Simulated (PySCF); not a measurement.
CH (charge +1 and singlet state).
InChI=1S/CH/h1H/q+1

Theory: PySCF, PBE0-D3(BJ)/def2-SVP geometry optimisation, gas phase.

Take the most abundant isotopes and a rigid rotor. 

Q: What are the moment of inertia and the rotational constant?

A: I = 1.224 u·Å², B = 505379 MHz·u·Å²/I = 412917 MHz (13.7734 cm⁻¹, or 19.817 K as hB/k). For two atoms I = μr² with μ = 0.9297 u and r = 1.1474 Å.

Q: List the first levels of a rigid rotor in a Σ state.

A: E(J) = BJ(J+1): J = 1: 27.547, J = 2: 82.641, J = 3: 165.281, J = 4: 275.468, J = 5: 413.203, J = 6: 578.484 cm⁻¹.

Q: Where do the first rotational lines fall?

A: The dipole is 1.89 D (about the centre of mass, as the species is charged); J+1 ← J lies at 2B(J+1): 1 ← 0 at 825.83 GHz, 2 ← 1 at 1651.67 GHz, 3 ← 2 at 2477.50 GHz, 4 ← 3 at 3303.33 GHz, 5 ← 4 at 4129.17 GHz, 6 ← 5 at 4955.00 GHz.

Stationary, but not proved a minimum. Constants of a rigid frame at the computed geometry: no zero-point averaging, no centrifugal distortion.
